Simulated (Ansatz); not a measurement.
A made-up structure of CH2NS (charge +1), singlet:

```xyz
5
angstrom
N -0.8630 -0.8188 -0.1157
C 0.0795 -0.1972 0.0710
S 1.4955 0.5993 0.3820
H 2.5366 -0.2143 0.7044
H 0.9851 1.7766 -0.0546
```

It is relaxed with PBE-D4/def2-SVP and then PBE0-D4/def2-TZVP (Ansatz 0.2.0). Atoms count as bonded within 1.22 times the sum of their covalent radii (H–H: 0.88 Å). The end point is not checked to be a true minimum.

Q: Does its bonding change? (Judge from chemistry; the calculation decides.)

A: By the calculation: No: no bond forms or breaks.

Where it ends: The first stage lowers the energy by 1.87 eV in 8 steps. It ends as CH₂NS ([N][C][SH2]), total charge +1:
N1  (-0.819, -0.910, -0.209)
C2  (0.058, -0.261, 0.157)
S3  (1.288, 0.699, 0.828)
H4  (2.354, -0.018, 0.372)
H5  (1.353, 1.636, -0.160)
(Å)

Labels in which every atom is bracketed show which atoms are joined, not bond orders.

For scale, one of the runs: PBE0-D4/def2-TZVP relaxation, 111 basis functions, launched by `ansatz run in.yaml --threads 2 --pin off --events-out ev --progress --plain --max-ram 4352MiB`. The run took about 9 s on 2 CPU threads of an Arm Neoverse V2 (shared host).
